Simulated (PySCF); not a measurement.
Method: PBE0-D4/def2-TZVP (PySCF 2.14.0). All species are isolated molecules in the gas phase. One relaxed conformer stands for a flexible species; it need not be the lowest. 

Reference species (SMILES): `[CH2]N` (neutral, multiplicity 2).

```json
{
 "highest_occupied_spin_orbital": "-4.38 eV"
}
```

Changed species: `[SH]` (radical fragment; the reference has radical fragment).

### Question
Predict the effect on the highest occupied spin orbital.

### Answer
the highest occupied spin orbital falls by 3.03 eV, to -7.41 eV.
